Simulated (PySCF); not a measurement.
Compound: C₃H₅FS.
Z-matrix (Å and degrees, PBE0-D3(BJ)/def2-SVP geometry), rows numbered from 1:
```
C 
C   1  1.5025
S   2  1.8311  1  119.23
C   2  1.4718  1  121.77  3   -76.98
F   4  1.3469  2  118.20  3   110.87
H   1  1.1023  2  110.29  3   161.31
H   1  1.0995  2  110.89  3    40.74
H   1  1.0996  2  110.85  3   -79.11
H   2  1.0971  1  115.73  3   138.54
H   4  1.0973  2  119.73  3  -108.04
```

Computed with PySCF at PBE0/pcSseg-1 and CAM-B3LYP/def2-SVPD, non-relativistic, on one gas-phase PBE0-D3(BJ)/def2-SVP geometry that isn't relaxed in the solvent. The solvent is an IEF-PCM continuum (cavity from Bondi-type radii × 1.2). The model holds no explicit solvent molecules, cavitation or dispersion.

Gas phase at PBE0/pcSseg-1: HOMO -7.01 eV, LUMO 0.09 eV, dipole 2.44 D.

Problem. What does the continuum do to the energy, the frontier levels and the dipole at PBE0/pcSseg-1 in chloroform and dichloromethane?

Solution. 
```json
{"solvent": "chloroform", "ε": "4.711", "E(solvent) − E(gas) (kJ/mol)": "-11.47", "polarisation term (kJ/mol)": "-12.95", "distortion of the solute (kJ/mol)": "1.48", "HOMO (eV)": "-7.06", "LUMO (eV)": "0.13", "dipole (D)": "2.98"}
{"solvent": "dichloromethane", "ε": "8.93", "E(solvent) − E(gas) (kJ/mol)": "-13.73", "polarisation term (kJ/mol)": "-15.88", "distortion of the solute (kJ/mol)": "2.15", "HOMO (eV)": "-7.08", "LUMO (eV)": "0.13", "dipole (D)": "3.09"}
```

The polarisation term is half the interaction of the solute with the surface charges that it induces; the rest is the cost of distorting the solute's density. The sum is the electrostatic part of solvation alone. From chloroform to dichloromethane the lowering changes by a factor 1.20, Onsager's factor (ε − 1)/(2ε + 1) by 1.18 and ε itself by 1.9.

Problem. Which radius a makes the point-dipole formula ΔE = −[(ε − 1)/(2ε + 1)]·μ²/a³ give the value in dichloromethane, with the gas-phase dipole?

Solution. μ = 0.961 au and |ΔE| = 0.00523 Eh give a = 2.22 Å; the farthest nucleus lies 2.47 Å from the centroid of the nuclei, so such a sphere wouldn't even hold the nuclei. The formula assumes a rigid point dipole at the centre of a sphere.

Problem. Which Hirshfeld charges (PBE0/pcSseg-1) respond most in chloroform (means over atoms taken as equivalent)?

Solution. 
```csv
atoms,environment,gas (e),solvent (e),change
S3,sulfide sulfur,-0.061,-0.089,-0.028
H10,methine hydrogen,+0.056,+0.066,+0.010
F5,alkyl fluorine,-0.098,-0.107,-0.009
C2,sp3 carbon bound to sulfur,-0.031,-0.025,+0.006
H9,methine hydrogen,+0.052,+0.057,+0.005
H6/H7/H8,methyl hydrogen,+0.048,+0.052,+0.004
C1,methyl carbon,-0.113,-0.110,+0.003
C4,sp3 C–F carbon,+0.050,+0.053,+0.003
```

Gas phase at CAM-B3LYP/def2-SVPD: HOMO -8.42 eV, LUMO 0.79 eV, dipole 2.41 D.

Problem. What does the continuum do to the energy, the frontier levels and the dipole at CAM-B3LYP/def2-SVPD in chloroform and dichloromethane?

Solution. 
| solvent | ε | E(solvent) − E(gas) (kJ/mol) | polarisation term (kJ/mol) | distortion of the solute (kJ/mol) | HOMO (eV) | LUMO (eV) | dipole (D) |
| --- | --- | --- | --- | --- | --- | --- | --- |
| chloroform | 4.711 | -11.90 | -13.51 | 1.61 | -8.44 | 0.84 | 2.98 |
| dichloromethane | 8.93 | -14.25 | -16.62 | 2.37 | -8.46 | 0.84 | 3.10 |

Problem. How does the static polarisability (CAM-B3LYP/def2-SVPD, frozen core, with the continuum's full static response) change?

Solution. 
```tsv
medium	isotropic (au)	principal values (au)	⟨r²⟩ of the electrons (bohr²)
gas	56.7	48.9, 56.4, 64.6	520.3
chloroform	70.5	61.4, 68.8, 81.2	520.3
dichloromethane	73.8	64.7, 71.7, 85.0	520.3
```

The isotropic value in dichloromethane is 1.30 times the gas-phase one; no cavity-field correction is applied. ⟨r²⟩ is taken about the centre of nuclear charge.
